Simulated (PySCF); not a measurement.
## Deuteron quadrupole couplings in CH5BS

Compound: CH5BS.
Atom-mapped SMILES: `[BH2:1][S:2][CH3:3]` (hydrogens: H4, H5 on B1; H6, H7, H8 on C3)

Cartesian coordinates in Å at the PBE0-D3(BJ)/def2-SVP level; atoms count from 1:
```xyz
8
CH5BS angstrom
B      1.645   -0.104    0.437
S      0.264   -0.683   -0.483
C     -1.196    0.057    0.306
H      1.503    0.613    1.396
H      2.723   -0.477    0.050
H     -0.979    0.324    1.347
H     -2.012   -0.677    0.276
H     -1.504    0.952   -0.250
```

Level: PBE0/pcSseg-1 (PySCF, non-relativistic); Q(2H) = 0.00286 b; rigid geometry, the same for H and D, with no vibrational averaging.

Task: What are Vzz, η and χzz (234.96 MHz × Q × Vzz) at all hydrogens?

Result: 
```tsv
atom	bonded to	bond length (Å)	Vzz (au)	η	χzz (kHz)
H4	B1	1.206	0.2040	0.05	137
H5	B1	1.205	0.2048	0.05	138
H6	C3	1.097	0.2937	0.04	197
H7	C3	1.098	0.2924	0.05	197
H8	C3	1.098	0.2920	0.04	196
```

Task: Average by the element that carries the hydrogen.

Result: on B: 137 kHz over 2 positions, mean bond length 1.206 Å; on C: 197 kHz over 3 positions, mean bond length 1.098 Å.

Geometry: PBE0-D3(BJ)/def2-SVP, one conformer, isolated molecule. The small basis limits the accuracy of the gradients.

These values come from a run that also computed NMR shieldings. On Arm Neoverse V1, one thread, no GPU, on a shared host, this took 4.4 s wall.
